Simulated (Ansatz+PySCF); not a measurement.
Values are calculated unless marked as measured or tabulated.
Several solutions for triplet NH

```xyz
2

N     0.0000    0.0000   -0.2813
H     0.0000    0.0000    1.9693
```

Basis set: 6-31G (spherical functions). Charge 0, multiplicity 3.

PBE0 (unrestricted) was run from several starts with Ansatz (development build ahead of 0.2.0) and PySCF 2.14.0.

```tsv
run	program	start	converged	energy (hartree)	<S²>
A	Ansatz	stability test followed	yes	-55.03122	2.85
B	Ansatz	atomic start, no search	yes	-55.03122	2.85
C	PySCF	program defaults	yes	-54.98795	2.73
D	Ansatz	search for the lowest state	yes	-55.03122	2.85
```

Task: Which runs reached the lowest solution of this kind, and what is wrong with the others?

Result: A, B, D reached the lowest solution found. Converged but too high: C by 1.18 eV. Convergence only shows a stationary point, and even a stable one can lie too high; stability tests and further starts are what find lower ones. Caution: charge can spread falsely over distant fragments. Caution: the unrestricted determinant is a mixture of spin states.
